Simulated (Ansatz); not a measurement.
Potential energy curve for SH, doublet.

Levels of theory: UKS-PBE = unrestricted PBE/def2-SVP (Ansatz, an electronic-structure program); UKS-CAM-B3LYP = Ansatz with unrestricted CAM-B3LYP/def2-SVP; FCI = full CI/def2-SVP, frozen core (Ansatz).

Energies relative to the lowest point of each curve near equilibrium, in kcal/mol; the last columns give the error against full CI:

```json
[
 {"R / Å": "1.02", "UKS-PBE": "65.5", "UKS-CAM-B3LYP": "63.1", "FCI": "63.3", "UKS-PBE − FCI": "2.3", "UKS-CAM-B3LYP − FCI": "-0.2"},
 {"R / Å": "1.07", "UKS-PBE": "43.2", "UKS-CAM-B3LYP": "41.1", "FCI": "41.1", "UKS-PBE − FCI": "2.1", "UKS-CAM-B3LYP − FCI": "0.0"},
 {"R / Å": "1.16", "UKS-PBE": "17.5", "UKS-CAM-B3LYP": "16.0", "FCI": "15.8", "UKS-PBE − FCI": "1.6", "UKS-CAM-B3LYP − FCI": "0.2"},
 {"R / Å": "1.22", "UKS-PBE": "7.8", "UKS-CAM-B3LYP": "6.8", "FCI": "6.6", "UKS-PBE − FCI": "1.2", "UKS-CAM-B3LYP − FCI": "0.2"},
 {"R / Å": "1.24", "UKS-PBE": "5.6", "UKS-CAM-B3LYP": "4.7", "FCI": "4.6", "UKS-PBE − FCI": "1.0", "UKS-CAM-B3LYP − FCI": "0.2"},
 {"R / Å": "1.34", "UKS-PBE": "0.1", "UKS-CAM-B3LYP": "0.0", "FCI": "0.0", "UKS-PBE − FCI": "0.1", "UKS-CAM-B3LYP − FCI": "0.0"},
 {"R / Å": "1.35", "UKS-PBE": "0.0", "UKS-CAM-B3LYP": "0.0", "FCI": "0.0", "UKS-PBE − FCI": "0.0", "UKS-CAM-B3LYP − FCI": "0.0"},
 {"R / Å": "1.39", "UKS-PBE": "0.1", "UKS-CAM-B3LYP": "0.4", "FCI": "0.5", "UKS-PBE − FCI": "-0.4", "UKS-CAM-B3LYP − FCI": "-0.1"},
 {"R / Å": "1.42", "UKS-PBE": "0.7", "UKS-CAM-B3LYP": "1.2", "FCI": "1.3", "UKS-PBE − FCI": "-0.7", "UKS-CAM-B3LYP − FCI": "-0.1"},
 {"R / Å": "1.45", "UKS-PBE": "1.6", "UKS-CAM-B3LYP": "2.4", "FCI": "2.6", "UKS-PBE − FCI": "-0.9", "UKS-CAM-B3LYP − FCI": "-0.1"},
 {"R / Å": "1.55", "UKS-PBE": "7.0", "UKS-CAM-B3LYP": "8.6", "FCI": "8.7", "UKS-PBE − FCI": "-1.8", "UKS-CAM-B3LYP − FCI": "-0.1"},
 {"R / Å": "1.65", "UKS-PBE": "14.3", "UKS-CAM-B3LYP": "16.9", "FCI": "16.7", "UKS-PBE − FCI": "-2.4", "UKS-CAM-B3LYP − FCI": "0.2"},
 {"R / Å": "1.82", "UKS-PBE": "28.8", "UKS-CAM-B3LYP": "32.9", "FCI": "31.3", "UKS-PBE − FCI": "-2.6", "UKS-CAM-B3LYP − FCI": "1.5"},
 {"R / Å": "2.01", "UKS-PBE": "44.9", "UKS-CAM-B3LYP": "50.6", "FCI": "46.3", "UKS-PBE − FCI": "-1.4", "UKS-CAM-B3LYP − FCI": "4.3"},
 {"R / Å": "2.25", "UKS-PBE": "62.5", "UKS-CAM-B3LYP": "66.8", "FCI": "60.6", "UKS-PBE − FCI": "1.9", "UKS-CAM-B3LYP − FCI": "6.2"},
 {"R / Å": "2.42", "UKS-PBE": "71.2", "UKS-CAM-B3LYP": "73.7", "FCI": "67.5", "UKS-PBE − FCI": "3.7", "UKS-CAM-B3LYP − FCI": "6.2"},
 {"R / Å": "2.69", "UKS-PBE": "79.0", "UKS-CAM-B3LYP": "79.8", "FCI": "74.0", "UKS-PBE − FCI": "4.9", "UKS-CAM-B3LYP − FCI": "5.8"},
 {"R / Å": "2.95", "UKS-PBE": "82.5", "UKS-CAM-B3LYP": "82.7", "FCI": "76.9", "UKS-PBE − FCI": "5.6", "UKS-CAM-B3LYP − FCI": "5.8"},
 {"R / Å": "3.27", "UKS-PBE": "84.6", "UKS-CAM-B3LYP": "84.5", "FCI": "78.5", "UKS-PBE − FCI": "6.1", "UKS-CAM-B3LYP − FCI": "6.0"},
 {"R / Å": "3.66", "UKS-PBE": "85.7", "UKS-CAM-B3LYP": "85.4", "FCI": "79.1", "UKS-PBE − FCI": "6.5", "UKS-CAM-B3LYP − FCI": "6.3"},
 {"R / Å": "4.05", "UKS-PBE": "86.1", "UKS-CAM-B3LYP": "85.8", "FCI": "79.4", "UKS-PBE − FCI": "6.7", "UKS-CAM-B3LYP − FCI": "6.4"},
 {"R / Å": "4.74", "UKS-PBE": "86.2", "UKS-CAM-B3LYP": "85.9", "FCI": "79.5", "UKS-PBE − FCI": "6.8", "UKS-CAM-B3LYP − FCI": "6.5"}
]
```

UKS-PBE is furthest from FCI at 4.74 (6.8 kcal/mol, above); its mean absolute error over the points is 2.8 kcal/mol.

UKS-CAM-B3LYP is furthest from FCI at 4.74 (6.5 kcal/mol, above); its mean absolute error over the points is 2.6 kcal/mol.

The scan ran from 1.02 to 5.35 Å; beyond the distances shown full CI changes its symmetry label. The unrestricted determinant behind UKS-PBE, UKS-CAM-B3LYP is spin-contaminated at 2.25 to 4.74 Å (<S²> up to 1.8, against 0.75 for a pure doublet).
